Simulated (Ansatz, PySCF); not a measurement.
Series: binary hydrides. Isolated molecules, 0 K electronic values unless said otherwise. Strings in code marks are SMILES.

Quantity: vertical ionisation energy (energy after one electron is removed minus that of the parent at the parent's geometry), in eV.

Level 1: frozen-core CCSD(T)/def2-TZVPP // PBE0-D3(BJ)/def2-TZVP (Ansatz, an electronic-structure program)
Level 2: PBE-D3(BJ)/def2-TZVP // PBE0-D3(BJ)/def2-TZVP (PySCF)
Level 3: minus the HOMO energy of HF/3-21G // PBE0-D3(BJ)/def2-TZVP (PySCF)
Level 4: HF/6-31G* // PBE0-D3(BJ)/def2-TZVP (PySCF)

```csv
species,level 1,level 2,level 3,level 4
`B`,?,?,13.57,12.47
`N`,10.78,10.86,10.98,9.25
`O`,12.55,?,13.04,10.83
`C`,?,13.95,14.78,?
`S`,10.30,10.35,10.69,9.26
```

Q: What belongs in the gaps?

A: 
- `B`, level 1: 13.26
- `B`, level 2: 12.88
- `O`, level 2: 12.69
- `C`, level 1: 14.36
- `C`, level 4: 13.60
